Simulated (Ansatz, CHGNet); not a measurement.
For wurtzite GaN, the machine-learned potential CHGNet 0.3.0 (trained on PBE and PBE+U data) gives:

* **lattice parameter a**: 3.218 Å
* **lattice parameter c**: 5.207 Å

**Question.** What does HSE06 (Ansatz, a first-principles code, plane waves, PAW) give for the same quantities?

**Answer.** 
- lattice constant a: 3.185 Å (shrinks by 1.0 %)
- lattice parameter c: 5.178 Å (falls by 0.6 %)

For comparison: lattice constant a 3.189 Å (measured, room temperature, no zero-point or thermal correction; as tabulated in Lucero et al. (2012), arXiv:1111.4515); lattice parameter c 5.185 Å (measured, room temperature, not corrected to a static lattice; as tabulated in Lucero et al. (2012), arXiv:1111.4515).

Changes are worked out from the printed values.

Unless a cell is named, each level is at its own relaxed cell (CHGNet 0.3.0 11.67, HSE06 11.37 Å³/atom).

Ansatz's density-functional and Hartree–Fock values are scalar-relativistic unless marked +SOC, with PAW data made under PBE.
